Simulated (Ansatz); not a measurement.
System: hcp Hf. Method: LDA in Ansatz (PAW).

Settings: plane-wave cutoff 520 eV, 18×18×12 k mesh (along the axes of the cell as run), Fermi–Dirac smearing 0.05 eV, scalar-relativistic PAW data made under PBE.

A third-order Birch–Murnaghan fit to the energies gives V0 = 20.826 Å³/atom, B0 = 120 GPa, B′ = 3.4.

```
V (Å³/atom)     P (GPa)
-----------  ----------
19.993       (withheld)
20.410             2.51
20.826             0.00
21.243       (withheld)
21.659            -4.41
```

Estimate the withheld pressures from this fit; the answers are the runs' own values.


- 19.993, P (GPa): 5.26
- 21.243, P (GPa): -2.31

The formula P = (3/2) B0 (x^(7/3) − x^(5/3)) [1 + (3/4)(B′ − 4)(x^(2/3) − 1)] with x = V0/V meets the computed pressures within 0.02 GPa when these rounded values are put in.

Shape and atoms are relaxed at each volume.

Measured, for comparison: bulk modulus 110 GPa (zero-point energy and finite temperature contributions removed; as tabulated in doi:10.1021/acs.jctc.3c00612). Computed (rounded) less measured: bulk modulus +9 %.

Note: the bulk modulus comes from volumes at which shape and atoms were relaxed.

Spin–orbit coupling is not included.

Static lattice: no zero-point or thermal effects.

Ansatz is an electronic-structure program.
